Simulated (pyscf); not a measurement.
PySCF, gas phase, ωB97X-D3(BJ)/def2-SVP geometries.

Q: H₃C–GaH–CH₃ (SMILES [CH3][GaH][CH3]) + H₂ (SMILES [H][H]) → CH₄ (SMILES C) + H₃C–GaH₂ (SMILES [CH3][GaH2])
Surface: singlet. Broken: C–Ga, H–H. Formed: C–H, Ga–H. Give ΔE‡ and ΔE from PBE/def2-TZVP, relative to the separated reactants.

A: ΔE‡ = 107.0 kJ/mol, ΔE = -35.8 kJ/mol. ωB97M-D3(BJ)/def2-TZVP gives 130.8 kJ/mol and -39.2 kJ/mol. Zero-point energy shifts the barrier by +13.2 kJ/mol. It is a four-centre exchange, with an imaginary mode of 1512i cm⁻¹. At the saddle there is also a short Ga–H contact that neither side keeps. This is the saddle that the search found; another between the same sides may lie lower. Elements up to Kr have no core potential and no relativistic terms here.
